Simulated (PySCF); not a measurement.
nitrogen trifluoride (F3N), SMILES N(F)(F)F.

Coordinates come from a B3LYP-D3(BJ)/def2-TZVP optimisation.

Two levels are set side by side: PBE/def2-TZVPD (PySCF) and r2SCAN/def2-TZVPD (PySCF). Same geometry, gas phase. Differences are taken from unrounded values.

```csv
quantity,r2SCAN,PBE,PBE minus r2SCAN
orbital gap (eV),8.02,7.21,-0.81
highest occupied level (eV),-8.98,-8.57,0.41
lowest empty level (eV),-0.96,-1.36,-0.40
dipole moment (D),0.19,0.15,-0.04
mean polarisability (bohr³),19.1,20.0,0.9
```

Rough cost on one machine, each run with all the roots and properties that it gave: r2SCAN against PBE about 5 times.
